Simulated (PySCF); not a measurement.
Working out the ionisation energy of Cl

Cl [Ne] 3s2 3p5 (2P) → Cl⁺ [Ne] 3s2 3p4 (3P). Computed with PySCF 2.14 in dyall-av3z (19s12p3d2f, 84 functions), with the non-relativistic Hamiltonian (point nucleus). Frozen: [Ne]; the 26 highest virtual orbitals dropped. Energies in hartree (1 hartree = 27.21139 eV):

```
            part   Cl (lower)  Cl⁺ (upper)
             UHF  -459.489222  -459.056853
CCSD correlation    -0.186158    -0.150991
             (T)    -0.006238    -0.004438
```

What does Hartree-Fock give?

(-459.056853) − (-459.489222) = 0.432369 hartree = 11.765 eV.

What do CCSD and CCSD(T) give?

The CCSD correlation energies differ by 0.035167 hartree = 0.957 eV and the triples by 0.001800 hartree = 0.049 eV, so CCSD gives 12.722 eV and CCSD(T) 12.771 eV.

Measured between the centres of the two terms (NIST): 12.974 eV, so CCSD(T) (valence) is off by -0.203 eV.

What remains against the reference includes basis incompleteness, the frozen core and higher excitations.
